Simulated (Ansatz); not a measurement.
# Lanthanum, dhcp under r²SCAN: convergence with the Fermi-Dirac smearing

Aim: find which Fermi-Dirac smearing width is enough for energy and pressure. The geometry was relaxed under r²SCAN beforehand and stays fixed; 6 values are run, from 0.01 to 1.0 eV. Wanted are the values from which on the energy stays within 10 and 1 meV/atom, and the pressure within 0.5 GPa, of the narrowest run. Within the series other settings stay. Spin polarisation is left out.

Computed with Ansatz 0.2.0 (DFT r²SCAN, plane waves with PAW, scalar-relativistic, unless a step says otherwise).

## (1) The system as given

Symmetry: P6_3/mmc, No. 194, hexagonal system. Conventional cell: a = 3.787 Å, b = 3.787 Å, c = 12.062 Å, α = 90.00°, β = 90.00°, γ = 120.00°. La (site symmetry -3m) has 12 La at 3.72 to 3.79 Å as nearest neighbours. La (site symmetry -6m2) is surrounded by 12 La at 3.72 to 3.79 Å.

As a file:

```
CELL_PARAMETERS angstrom
3.78717 0.00000 0.00000
-1.89358 3.27978 0.00000
0.00000 0.00000 12.06209
ATOMIC_POSITIONS crystal
La 0.00000 0.00000 0.00000
La 0.00000 0.00000 0.50000
La 0.33333 0.66667 0.75000
La 0.66667 0.33333 0.25000
```

## (2) Run at 0.01 eV

The run at 0.01 eV.

File input.yaml:

```yaml
crystal:
  lattice:
    - [3.787165242, 0.0, 0.0]
    - [-1.893582621, 3.2797813079, 0.0]
    - [0.0, 0.0, 12.0620946415]
  atoms:
    - { symbol: La, position: [1.0, 0.0, 0.0] }
    - { symbol: La, position: [1.0, 0.0, 0.5] }
    - { symbol: La, position: [0.3333333333, 0.6666666667, 0.75] }
    - { symbol: La, position: [0.6666666667, 0.3333333333, 0.25] }
hamiltonian:
  xc: r2scan
  pseudopotentials:
    kind: paw
    azcp:
      La: "pseudopotentials/La.paw.azcp"
basis:
  ecutwfc: 500
  fft_grid_basis: typed
kpoints:
  mp_grid: { grid: [10, 10, 3], shift: [0, 0, 0] }
magnetization:
  spin_polarized: false
scf:
  occupations: { method: fermi_dirac, width: 0.01 }
  lower_state_search: "off"
output:
  stress: true
```

Started as:

```
> ansatz run input.yaml --threads 2 --pin off --max-ram 5120MiB --backend cpu --events-out ev --progress --plain --runs-dir out
```

## (3) Run at 0.03 eV

The run at 0.03 eV.

Changes to input.yaml since step 2:

```diff
@@ -24,3 +24,3 @@
 scf:
-  occupations: { method: fermi_dirac, width: 0.01 }
+  occupations: { method: fermi_dirac, width: 0.03 }
   lower_state_search: "off"
```

## (4) Run at 0.2 eV

The run at 0.2 eV.

Changes to input.yaml since step 3:

```diff
@@ -24,3 +24,3 @@
 scf:
-  occupations: { method: fermi_dirac, width: 0.03 }
+  occupations: { method: fermi_dirac, width: 0.2 }
   lower_state_search: "off"
```

## (5) Run at 0.3 eV

The run at 0.3 eV.

Changes to input.yaml since step 4:

```diff
@@ -24,3 +24,3 @@
 scf:
-  occupations: { method: fermi_dirac, width: 0.2 }
+  occupations: { method: fermi_dirac, width: 0.3 }
   lower_state_search: "off"
```

## (6) Run at 0.6 eV

The run at 0.6 eV.

Changes to input.yaml since step 5:

```diff
@@ -24,3 +24,3 @@
 scf:
-  occupations: { method: fermi_dirac, width: 0.3 }
+  occupations: { method: fermi_dirac, width: 0.6 }
   lower_state_search: "off"
```

## (7) Run at 1.0 eV

The run at 1.0 eV.

Changes to input.yaml since step 6:

```diff
@@ -24,3 +24,3 @@
 scf:
-  occupations: { method: fermi_dirac, width: 0.6 }
+  occupations: { method: fermi_dirac, width: 1.0 }
   lower_state_search: "off"
```

(Steps that only read results are left out.)

**Question.** What will these runs give?

As calculated:

| quantity | value |
| --- | --- |
| E(σ → 0) stays within 10 meV/atom of 0.01 eV | up to 0.3 eV |
| E(σ → 0) stays within 1 meV/atom | up to 0.03 eV |
| pressure stays within 0.5 GPa | up to 0.2 eV |
| pressure at 0.01 eV | 0.03 GPa |
| energy of a separate run on a finer mesh (13×13×4) | +1.5 meV/atom from 0.01 eV |

What this shows: At 1.0 eV the energy differs by -148.4 meV/atom and the pressure by +7.1 GPa. The free energy F moves by -2704.7 meV/atom over the range, and the estimate for σ → 0 by -148.4. With this scheme F falls about as the square of the width. The mesh (10×10×3) is fixed, so the narrowest widths carry a k-point error of their own. The yardstick itself is unsettled by 1.5 meV/atom against the finer mesh, so the thresholds above hold only within this series, and wider smearing, which averages over more states, can land nearer the fine-mesh value than the narrowest does.
